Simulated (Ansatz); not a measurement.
# Ge₂, singlet: vertical spin and charge gaps

Geometry (PBE0/def2-TZVP stationary point for this spin):

```xyz
2

Ge    0.0000    0.0000    0.0000
Ge    0.0000    0.0000    2.4095
```

Basis cc-pVDZ; Ansatz 0.2.0. Only valence electrons are correlated (noble-gas cores and the filled d shells of p-block atoms frozen). Prefix R: restricted or restricted open-shell reference. No spin–orbit coupling is included, and no scalar relativity.

Gaps are energies of the second state less the first, at fixed atoms, for a selection of the levels run; each method lands on the state that its own search finds for that charge and spin.

The determinant of the Ge2 singlet fills πx and πy unequally, so it is a mixture of Σ and Δ, which weighs on every level built on one determinant.

Removing an electron, to the doublet: 7.516 eV at full CI (singlet Ag, doublet ion B3u, in D2h).

By full CI's occupations no single determinant describes the singlet well.

| level | gap (eV) | error (meV) |
| --- | --- | --- |
| RHF | 6.494 | -1022 |
| RMP2 | 7.319 | -197 |
| CISD | 7.168 | -348 |
| RCCSD | 7.326 | -190 |
| RCCSD(T) | 7.421 | -95 |
| BCCD(T) | 7.421 | -95 |
| RCCSDT | 7.441 | -75 |
| CISDTQ | 7.441 | -75 |
| RCCSDT(Q) | 7.489 | -27 |
| RCCSDTQ* | 7.511 | -5 |

An asterisk marks runs whose energy the program itself flagged as in doubt.

Triplet less singlet: -0.474 eV at full CI (singlet Ag, triplet B1g, in D2h).

By full CI's occupations no single determinant describes the singlet well.

```json
{"level": "RHF", "gap (eV)": "-1.014", "error (meV)": "-540"}
{"level": "RMP2", "gap (eV)": "-0.762", "error (meV)": "-288"}
{"level": "CISD", "gap (eV)": "-0.745", "error (meV)": "-271"}
{"level": "RCCSD", "gap (eV)": "-0.610", "error (meV)": "-136"}
{"level": "RCCSD(T)", "gap (eV)": "-0.576", "error (meV)": "-102"}
{"level": "BCCD(T)", "gap (eV)": "-0.576", "error (meV)": "-102"}
{"level": "RCCSDT", "gap (eV)": "-0.547", "error (meV)": "-73"}
{"level": "CISDTQ", "gap (eV)": "-0.550", "error (meV)": "-76"}
{"level": "RCCSDT(Q)", "gap (eV)": "-0.502", "error (meV)": "-28"}
{"level": "RCCSDTQ*", "gap (eV)": "-0.479", "error (meV)": "-5"}
```

Full CI is exact within this basis and frozen core; it isn't the basis-set limit.
